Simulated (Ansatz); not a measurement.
# BHMg: the cost of one run

Program: Ansatz 0.2.0, Gaussian basis. Level of theory: def2-QZVPP, core rule «outside noble gas», up to 6 orbitals frozen. These are calculated values, not measurements.

The runs, in order: UHF; ROHF; CCSD(T) on UHF.

2 further runs of the same task are left out: 2 set aside as unsound or not needed.

### 1 The geometry

The geometry is a PBE0/def2-TZVP stationary point (not a proven minimum).

3 atoms, charge 0, spin multiplicity 3.

Atoms are counted from 1 here; the program's logs count them from 0.

Bond lengths: B1–Mg2 2.255 Å, Mg2–H3 1.702 Å. Angles: B1–Mg2–H3 180.0°.

### 2 UHF

Contents of in.yaml:

```yaml
crystal:
  periodic: [false, false, false]
  atoms:
    - {symbol: B, position_ang: [0.000000, 0.000000, 2.070593]}
    - {symbol: Mg, position_ang: [0.000000, 0.000000, -0.184107]}
    - {symbol: H, position_ang: [0.000000, 0.000000, -1.886486]}
basis:
  gaussian: {orbitals: "def2-QZVPP.json"}
magnetization: {spin_polarized: true, initial_magnetization: 2}
hamiltonian: {xc: hf}
output: {orbitals: {seedname: orbitals}}
```

Command:

```bash
$ ansatz run in.yaml --threads 1 --pin off --events-out ev --progress --plain --max-ram 2393MiB
```

What time and memory should one allow on 1 thread of Arm Neoverse V1, shared host?

About 6.5 s, with a peak of 0.27 GiB.
